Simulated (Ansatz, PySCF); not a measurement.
Ligands exchanged one at a time, Si F-H. Gas-phase values, no solvent. Strings in code marks are SMILES.

Quantity: vertical ionisation energy (energy after one electron is removed minus that of the parent at the parent's geometry), in eV.

Level 1: B3LYP/6-31G* // PBE0-D3(BJ)/def2-TZVP (PySCF)
Level 2: PBE/6-31G* // PBE0-D3(BJ)/def2-TZVP (PySCF)
Level 3: minus the HOMO energy of SVWN5/6-31G* // PBE0-D3(BJ)/def2-TZVP (PySCF)
Level 4: HF/cc-pVTZ // PBE0-D3(BJ)/def2-TZVP (Ansatz, a program for electronic structure)

```csv
species,level 2,level 3,level 4
`F[SiH2]F`,11.94,8.11,12.64
`F[SiH](F)F`,13.20,9.31,14.13
`[SiH4]`,12.17,8.46,12.04
```

Q: What does level 1 give for each, and how far do the other levels lie from it on average?

A: 
- `F[SiH2]F`: 12.48
- `F[SiH](F)F`: 13.86
- `[SiH4]`: 12.49
Mean absolute difference from level 1, which has limits of its own, over these rows (drawn at random from the members that have all these levels): level 2 0.50 eV, level 3 4.31 eV, level 4 0.292 eV.
